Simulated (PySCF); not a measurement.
Ligands exchanged one at a time, C H-F. Isolated molecules, 0 K electronic values unless said otherwise. Strings in code marks are SMILES.

Quantity: redistribution energy (mixed species minus the weighted end members), in kJ/mol.

Case: 1 of 4 H replaced by F: `FC`. The other species in the difference include `C` (neutral, multiplicity 1). Geometry of `CF` (neutral, multiplicity 1, Å):

```xyz
5

C     -0.0635    -0.0008    -0.0096
F      1.3157     0.0162     0.1991
H     -0.5717    -0.0849     0.9625
H     -0.3615     0.9330    -0.5093
H     -0.3191    -0.8635    -0.6427
```

Problem. Predict the redistribution energy (mixed species minus the weighted end members) from B3LYP/3-21G // PBE-D3(BJ)/def2-TZVP (PySCF).

Solution. 73.8 kJ/mol.
